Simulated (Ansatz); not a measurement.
Input for Ansatz (development build ahead of 0.2.0):

```yaml
crystal:
  periodic: [false, false, false]
  atoms:
    - { symbol: Al, position_ang: [0.0, 0.0, -0.87641] }
    - { symbol: H, position_ang: [0.0, 0.0, 0.87641] }
basis:
  gaussian: { orbitals: def2-SVP }
total_charge: 1
magnetization:
  initial_magnetization: 1
hamiltonian:
  xc: hf
correlation:
  method: ccsd_t
  frozen_orbitals: { Al: 5, H: 0 }
scf:
  omitted_lower_state_checks: [stability, starts, atomic_configurations, cluster_reference, orbital_swaps, given_window_search, neighbouring_geometries, increment]
```

The input is written out in the form of the current development build from the run's settings. Correlation on restricted open-shell orbitals is semicanonical, with singles.

Results

- Converged: yes
- Reference energy: -242.09617 hartree
- Correlation energy: -0.04897 hartree
- Total energy: -242.14514 hartree
